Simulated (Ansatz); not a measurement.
Two structures, one formula

Two relaxed structures of B2SiH5 (charge +1), closed shell (PBE0-D4/def2-TZVP; forces vanish, vibrations not checked).

A:

```
atom    x (Å)    y (Å)    z (Å)
  B1  -0.8595   0.9837  -0.9448
  B2  -0.1950   0.4077   0.4293
 Si3   0.9284  -1.1787   0.6183
  H4  -1.9531   0.6306  -1.2744
  H5  -0.2658   1.7843  -1.6053
  H6  -0.4171   1.0229   1.4380
  H7   2.3982  -1.1289   0.4687
  H8   0.3639  -2.5216   0.8702
```

B:

```json
{"atom": "B1", "x (Å)": "-0.9195", "y (Å)": "0.5301", "z (Å)": "-0.3713"}
{"atom": "B2", "x (Å)": "-0.4923", "y (Å)": "0.3025", "z (Å)": "1.2415"}
{"atom": "Si3", "x (Å)": "0.6192", "y (Å)": "-0.6794", "z (Å)": "0.1063"}
{"atom": "H4", "x (Å)": "-1.7875", "y (Å)": "0.9551", "z (Å)": "-1.0545"}
{"atom": "H5", "x (Å)": "0.1244", "y (Å)": "0.2966", "z (Å)": "-1.1453"}
{"atom": "H6", "x (Å)": "-0.6287", "y (Å)": "1.4470", "z (Å)": "0.5693"}
{"atom": "H7", "x (Å)": "-0.8919", "y (Å)": "0.3855", "z (Å)": "2.3452"}
{"atom": "H8", "x (Å)": "0.9490", "y (Å)": "-1.8832", "z (Å)": "-0.6813"}
```

Computed with Ansatz 0.2.0 (basis: def2-TZVPP); correlated methods freeze the cores. B3LYP uses VWN-RPA correlation.

Question: Which structure is lower at CCSD(T), and by how much? (To be estimated.)

Answer: Computed: B, by 0.420 eV (electronic energy, against the other). By their contacts, A is B₂SiH₅ ([BH2][BH][SiH2]), total charge +1 and B is B₂SiH₅ ([H]1[BH]2[SiH]3[H][BH]123), total charge +1.

Question: Do the other methods give the same order? (A judgement: the text doesn't fix the answer.)

Answer: By the calculation: Not all: HF gives the other order.

```csv
method,E(B) − E(A) (eV)
PBE-D4,-0.633
r2SCAN-D4,-0.523
PBE0-D4,-0.536
B3LYP-D4,-0.155
wB97M-V,-0.384
HF,0.679
MP2,-0.544
CCSD,-0.240
CCSD(T),-0.420
```

T1 diagnostic: at most 0.018.

Labels in which every atom is bracketed show which atoms are joined, not bond orders.

For scale, one of the runs: CCSD(T)/def2-TZVPP, 174 basis functions, launched by `ansatz run in.yaml --threads 2 --pin off --events-out ev --progress --plain --max-ram 4352MiB`. Hardware: 2 CPU threads of an Arm Neoverse V2, shared host. Wall time 13 s; peak host memory 1.4 GiB.
